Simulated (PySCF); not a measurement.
**[N2H5]+: core ionisation energies**

Hydrazinium(1+), N₂H₅ (charge +1).
SMILES with atom numbers: `[NH2:1][NH3+:2]`

Structure used (GFN2-xTB), in Å, numbered top down from 1:
```xyz
7
N2H5 angstrom
N      0.8164    0.0629   -0.3022
N     -0.5725    0.0153    0.0259
H      1.3251    0.7300    0.2708
H      1.2584   -0.8498   -0.2419
H     -0.9722    0.9587   -0.1304
H     -0.8134   -0.2880    0.9940
H     -1.0386   -0.6241   -0.6434
```

Theory: delta-SCF UKS SCAN, pcX-2 on the ionised atom, pcseg-1 elsewhere, spin-free X2C in PySCF 2.14.0. Vertical ΔSCF values, vacuum level as zero.

Question: What binding energy does each computed site have?

Answer: 
```json
{"atom(s)": "N1", "bonded to": "N and 2 H", "level": "N 1s", "binding energy (eV)": "413.43", "above the level's lowest (eV)": "0.00", "count": "1"}
{"atom(s)": "N2", "bonded to": "N and 3 H", "level": "N 1s", "binding energy (eV)": "416.80", "above the level's lowest (eV)": "+3.37", "count": "1"}
```

The listed N 1s values span 3.37 eV, from N1 (bonded to N and 2 H) to N2 (bonded to N and 3 H).

Question: Express the binding energy of N 1s of N1 in atomic units and per mole.

Answer: 413.43 eV = 15.1933 Eh = 39890 kJ/mol.

The species carries charge +1, so core ionisation leaves charge +2. Geometry: GFN2-xTB; no solvent, vibrations or thermal averaging.
